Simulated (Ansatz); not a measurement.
# C2H3O2: the cost of one run

Method: UKS PBE0-D4/STO-3G, in Ansatz 0.2.0.

### 1 The starting structure

Bond lengths: C1–O2 1.317 Å, O2–C3 1.361 Å, C3–O4 1.146 Å, C1–H5 1.094 Å, C1–H6 1.142 Å, C3–H7 1.163 Å. Angles: C1–O2–C3 112.9°, O2–C1–H5 123.4°, O2–C1–H6 114.8°, H5–C1–H6 121.7°, O2–C3–O4 133.0°, O2–C3–H7 106.1°, O4–C3–H7 120.9°.

Structure file:

```xyz
7

C    -0.6986    0.8680   -0.0686
O     0.5224    0.4883    0.2476
C     0.7225   -0.8479    0.0799
O     0.0524   -1.6973   -0.2993
H    -1.4638    0.1839   -0.4461
H    -0.8981    1.9866    0.0498
H     1.8244   -1.0497    0.3911
```

### 2 Relaxing end A

The input, input.yaml:

```yaml
crystal:
  periodic: [false, false, false]
  atoms:
    - { symbol: C, position_ang: [-0.6986, 0.868, -0.0686] }
    - { symbol: O, position_ang: [0.5224, 0.4883, 0.2476] }
    - { symbol: C, position_ang: [0.7225, -0.8479, 0.0799] }
    - { symbol: O, position_ang: [0.0524, -1.6973, -0.2993] }
    - { symbol: H, position_ang: [-1.4638, 0.1839, -0.4461] }
    - { symbol: H, position_ang: [-0.8981, 1.9866, 0.0498] }
    - { symbol: H, position_ang: [1.8244, -1.0497, 0.3911] }
magnetization:
  spin_polarized: true
  initial_magnetization: 1
basis:
  gaussian: { orbitals: STO-3G }
hamiltonian:
  xc: pbe0
  dispersion: d4
relax:
  f_tol: 0.02
  max_steps: 50
output:
  orbitals: {}
```

Run with:

```bash
ansatz run input.yaml --threads 1 --pin off --max-ram 2048MiB --backend cpu --events-out ev --progress --plain --runs-dir out
```

What time and memory should one allow on 1 thread of Intel Xeon Platinum 8488C (Sapphire Rapids), shared host?

About 14 s, with a peak of 0.13 GiB.
